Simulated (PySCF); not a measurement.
## Two-dimensional NMR puzzle

Compound of formula C₂H₂ClF. Correlations simulated from computed shifts and the bond graph:

HSQC (one-bond C–H):
```tsv
δH	δC
6.98	159.0
5.62	113.5
```

COSY cross peaks (H two or three bonds apart, from the bond graph; peaks can be absent where the dihedral angle is near 90°):
```tsv
δH	δH
6.98	5.62
```

HMBC (two and three bonds, from the bond graph):
```tsv
δH	δC
6.98	113.5
5.62	159.0
```

Non-relativistic Hamiltonian, a single conformation, no solvent model. σ from GIAO-B97-2/pcSseg-2; PBE0-D3(BJ)/def2-TZVP geometry; PySCF.

Chemical shifts δ = σref − σ; 1H and 13C vs TMS, all at this level.

Exchangeable hydrogens are left out of these lists.

Question: Assemble the structure.

Answer: cis-1-Chloro-2-Fluoroethylene.

Atoms are numbered as in `[F:1]/[CH:2]=[CH:3]\[Cl:4]` (H(Xn): hydrogen on atom n).

- δC 159.0 is C2, an alkene CH (δH 6.98).
- δC 113.5 is C3, an alkene CH (δH 5.62).
- COSY links 6.98–5.62.

Carbons that carry Cl, above all several Cl atoms, come out too deshielded, partly because spin–orbit coupling is missing. Shifts are as computed. Against solution values, carbons near 30 ppm lie about +3 ppm off and those near 130 ppm about +7 ppm; carbons on Cl a further +5 ppm. Of 1211 compounds with measured shifts, 218 miss one by over three times the rms of a fit or turn the order of signals round; such compounds aren't used in these exercises.
